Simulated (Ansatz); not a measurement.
Working through a comparison of methods with full CI of H2N, SMILES [NH2]

With Ansatz 0.2.0, Python API.

Contents of `h2n.xyz`:
```text
3

N     0.30718   -0.18221    0.15144
H     0.15558    0.82026    0.17479
H    -0.46276   -0.63804   -0.32622
```

At the Python prompt:
```pycon
>>> import ansatz as az
>>> geometry = az.Crystal.molecule_from_extxyz("h2n.xyz")
>>> setup = geometry.calculation()
>>> setup = setup.basis(gaussian="6-31G")
>>> setup = setup.spin("collinear", total=1)
>>> exact = setup.correlation("fci").run(threads=1, backend="cpu").report
>>> print(f"full CI {exact['free_energy_ev'] / 27.211386246:.7f} Ha over {exact['configurations']['states'][0]['n_determinants']} determinants")
full CI -55.6339004 Ha over 54150 determinants
>>> print("natural occupations", [round(n, 4) for n in exact["configurations"]["natural_occupations"]])
natural occupations [1.9834, 1.971, 1.9675, 0.9932, 0.0275, 0.0267, 0.0143, 0.0079, 0.0038, 0.0032, 0.0009, 0.0006]
>>> print(f"hf       misses {1000 * (exact['reference_energy_ev'] - exact['free_energy_ev']) / 27.211386246:9.3f} mHa")
hf       misses   102.986 mHa
>>> for method in ["mp2", "ccsd", "ccsd_t", "bccd_t"]:
...     e = setup.correlation(method).run(threads=1, backend="cpu").report["free_energy_ev"]
...     print(f"{method:8s} misses {1000 * (e - exact['free_energy_ev']) / 27.211386246:9.3f} mHa")
...
mp2      misses    15.454 mHa
ccsd     misses     1.218 mHa
ccsd_t   misses     0.341 mHa
bccd_t   misses     0.349 mHa
```

Notes:
- The settings weren't tested for convergence.
- Full CI is exact only within this small basis and its frozen core, at an unrelaxed geometry.
- The species is open-shell (spin multiplicity 2).
- By the engine's processor time: 1.1 s on 1 thread of Intel(R) Xeon(R) Processor @ 2.30GHz, with other jobs on the host, peak memory 0.18 GiB.
